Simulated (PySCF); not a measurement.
Predicted microwave data (PBE0-D3(BJ)/def2-TZVP geometry optimisation, gas phase in PySCF 2.14.0) for one isomer of C4H8O:

* Rotational constants: A = 7593, B = 3970, C = 2959 MHz
* Dipole components: |μa| = 0.98 D, |μb| = 0.55 D, |μc| = 0.47 D
* Inertial defect: -23.06 u·Å²
* κ: -0.56

Question: Which structure is it? (One computed conformer of each.)
A. `[OH:1][CH2:2][CH:3]1[CH2:4][CH2:5]1` with H–O1–C2–C3 -50°, O1–C2–C3–C4 83°
B. `[CH2:1]=[C:2]([CH3:3])[CH2:4][OH:5]` with C1–C2–C4–O5 121°, C2–C4–O5–H -61°
C. `[OH:1][CH:2]1[CH2:3][CH2:4][CH2:5]1` with H–O1–C2–C3 80°, O1–C2–C3–C4 139°, C2–C3–C4–C5 -21°, C3–C4–C5–C2 21°, O1–C2–C5–C4 -143° (cyclobutanol)

Answer: B. It is C=C(C)CO, an asymmetric top, point group C1. The candidates at the same level (rigid rotor, commonest isotopes):

| SMILES | A (MHz) | B (MHz) | C (MHz) | μa (D) | μb (D) | μc (D) | Δ (u·Å²) | point group | rotor |
| --- | --- | --- | --- | --- | --- | --- | --- | --- | --- |
| OCC1CC1 | 12678 | 3260 | 2919 | 1.67 | 0.49 | 0.30 | -21.72 | C1 | near-prolate asymmetric top |
| OC1CCC1 | 10308 | 4370 | 3468 | 0.31 | 1.05 | 1.02 | -18.93 | – | asymmetric top |
| C=C(C)CO | 7593 | 3970 | 2959 | 0.98 | 0.55 | 0.47 | -23.06 | C1 | asymmetric top |

`OC1CCC1` has A 36 % too high; `OCC1CC1` has A 67 % too high. No structure here is proved a minimum.
